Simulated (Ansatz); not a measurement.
A made-up structure of AlH2OF, singlet:

```
5
angstrom
O -0.7519 0.6182 -0.4305
Al 0.3910 -0.0258 0.0752
F 0.3047 -1.6011 0.8534
H -1.4812 0.1395 -0.3057
H 1.5375 0.8692 -0.1924
```

It is relaxed with PBE-D4/def2-SVP and then PBE0-D4/def2-TZVP (Ansatz 0.2.0). Atoms count as bonded within 1.22 times the sum of their covalent radii (H–H: 0.88 Å). The end point is not checked to be a true minimum.

(1) Does its bonding change? (A judgement: the text doesn't fix the answer.)

Answers

(1) By the calculation: No: no bond forms or breaks.

Where it ends: The first stage lowers the energy by 3.00 eV in 9 steps. It ends as AlH₂OF ([OH][AlH][F]):
```
5
angstrom
O -0.9690 0.6084 -0.4601
Al 0.4807 -0.0395 0.0964
F 0.4987 -1.5111 0.8390
H -1.8242 0.1889 -0.3851
H 1.8140 0.7534 -0.0902
```

Labels in which every atom is bracketed show which atoms are joined, not bond orders.

For scale, one of the runs: PBE0-D4/def2-TZVP relaxation, 111 basis functions, launched by `ansatz run in.yaml --threads 2 --pin off --events-out ev --progress --plain --max-ram 4352MiB`. Hardware: 2 CPU threads of an Arm Neoverse V1, shared host. Wall time about 12 s.
